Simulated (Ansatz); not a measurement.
Input file:

```yaml
crystal:
  periodic: [false, false, false]
  atoms:
    - {symbol: Zr, position_ang: [0.000000, 0.000000, 0.000000]}
    - {symbol: Si, position_ang: [0.000000, 0.000000, 2.308942]}
basis:
  gaussian: {orbitals: def2-SVP}
magnetization: {spin_polarized: true, initial_magnetization: 2}
correlation: {method: ccsd_t, electrons: outside_noble_gas}
```

```sh
$ ansatz run in.yaml --threads 1 --pin off --events-out ev --progress --plain --max-ram 2393MiB
```

Roughly how long does this take on 1 thread of Arm Neoverse V1, shared host, and how much host memory?

37 s wall and 0.12 GiB.

```
496 factors; integrals over basis functions are off by at most 8.3e-4 eV
mean field evaluation 1: about -9117.2767 eV, gradient 1.7e1 eV
mean field evaluation 2: about -9117.3242 eV, gradient 1.8e1 eV
mean field evaluation 4: about -9120.3799 eV, gradient 2.2e0 eV
mean field evaluation 8: about -9120.8712 eV, gradient 9.1e-1 eV
mean field evaluation 16: about -9121.3328 eV, gradient 1.0e-2 eV
mean field evaluation 32: about -9094.6771 eV, gradient 8.4e1 eV
mean field evaluation 64: about -9121.2547 eV, gradient 2.8e-6 eV
mean field evaluation 96: about -9121.3852 eV, gradient 2.6e-6 eV
mean field evaluation 128: about -9118.2198 eV, gradient 8.3e-1 eV
mean field evaluation 160: about -9118.8319 eV, gradient 1.3e1 eV
...
mean field evaluation 1440: about -9119.4914 eV, gradient 7.3e0 eV
mean field evaluation 1472: about -9118.1307 eV, gradient 9.0e0 eV
mean field evaluation 1504: about -9118.9159 eV, gradient 4.6e0 eV
mean field evaluation 1536: about -9119.8583 eV, gradient 6.0e0 eV
mean field evaluation 1568: about -9118.4565 eV, gradient 6.4e0 eV
mean field evaluation 1600: about -9118.8517 eV, gradient 9.0e0 eV
mean field evaluation 1632: about -9121.0951 eV, gradient 2.1e-1 eV
mean field -9121.38515708 eV, -335.2047218258 hartree, gradient 5.9e-6 eV, S^2 3.465193; 35 other end points of the search recorded, 0 dependent functions left out
determinant -9121.38515708 eV, -335.2047218258 hartree, with singles and doubles -9125.25214237 eV, -335.3468309140 hartree
determinant -9121.33284221 eV, -335.2027992898 hartree, with singles and doubles -9125.40342274 eV, -335.3523903650 hartree
determinant -9121.25470573 eV, -335.1999278269 hartree, with singles and doubles -9125.12315090 eV, -335.3420905650 hartree
determinant -9121.16822424 eV, -335.1967496910 hartree, with singles and doubles -9125.37348714 eV, -335.3512902521 hartree
determinant -9121.15033088 eV, -335.1960921221 hartree, with singles and doubles -9124.71460818 eV, -335.3270768969 hartree
determinant -9121.13168142 eV, -335.1954067670 hartree, with singles and doubles -9124.70679074 eV, -335.3267896113 hartree
determinant -9121.08367068 eV, -335.1936424048 hartree, with singles and doubles -9125.31677327 eV, -335.3492060558 hartree
determinant -9121.07739417 eV, -335.1934117474 hartree, with singles and doubles -9125.35226128 eV, -335.3505102161 hartree
determinant -9120.89435982 eV, -335.1866853593 hartree, with singles and doubles -9124.97460335 eV, -335.3366315431 hartree
determinant -9120.83879533 eV, -335.1846434019 hartree, with singles and doubles -9125.24614511 eV, -335.3466105186 hartree
determinant -9120.83549009 eV, -335.1845219365 hartree, with singles and doubles -9125.22499000 eV, -335.3458330828 hartree
determinant -9120.74962990 eV, -335.1813666327 hartree, with singles and doubles -9125.08858407 eV, -335.3408202573 hartree
determinant -9120.74943771 eV, -335.1813595698 hartree, with singles and doubles -9125.13407745 eV, -335.3424921084 hartree
determinant -9119.60080725 eV, -335.1391481791 hartree, with singles and doubles -9123.31355510 eV, -335.2755891458 hartree
determinant -9119.57887911 eV, -335.1383423346 hartree, with singles and doubles -9123.47598412 eV, -335.2815583024 hartree
determinant -9121.38515708 eV, -335.2047218258 hartree, with singles and doubles -9125.37071336 eV, -335.3511883174 hartree
determinant -9121.33284221 eV, -335.2027992898 hartree, with singles and doubles -9125.46953824 eV, -335.3548200647 hartree
determinant -9121.25470573 eV, -335.1999278269 hartree, with singles and doubles -9125.27987774 eV, -335.3478501700 hartree
determinant -9121.16822424 eV, -335.1967496910 hartree, with singles and doubles -9125.46371985 eV, -335.3546062429 hartree
determinant -9121.08367068 eV, -335.1936424048 hartree, with singles and doubles -9125.40783669 eV, -335.3525525749 hartree
determinant -9121.07739417 eV, -335.1934117474 hartree, with singles and doubles -9125.42411638 eV, -335.3531508424 hartree
determinant -9120.89435982 eV, -335.1866853593 hartree, with singles and doubles -9125.02077521 eV, -335.3383283278 hartree
determinant -9120.83879533 eV, -335.1846434019 hartree, with singles and doubles -9125.42422471 eV, -335.3531548232 hartree
determinant -9120.83549009 eV, -335.1845219365 hartree, with singles and doubles -9125.41354019 eV, -335.3527621745 hartree
determinant -9120.74962990 eV, -335.1813666327 hartree, with singles and doubles -9125.35202998 eV, -335.3505017161 hartree
determinant -9120.74943771 eV, -335.1813595698 hartree, with singles and doubles -9125.38133087 eV, -335.3515785040 hartree
9 core orbitals not correlated: weight in the atoms' cores, before any rotation towards them, 0.996 or more for the frozen orbitals, at most 0.003 for the correlated occupied ones
reference -9121.33284221 eV, -335.2027992898 hartree; 5, 3 occupied and 35, 37 virtual orbitals, 496 factors
second order -2.95181746 eV of doubles, -0.00000000 eV of singles
cycle   1  -4.13669481 eV  change    1.2e-6 eV  update   6.0e-6
cycle   2  -4.13668841 eV  change    6.4e-6 eV  update   5.4e-6
cycle   3  -4.13668391 eV  change    4.5e-6 eV  update   3.9e-6
perturbative correction -0.31089083 eV, -0.0114250273 hartree
Total energy: -9125.78041696 eV, -335.3662446470 hartree
```
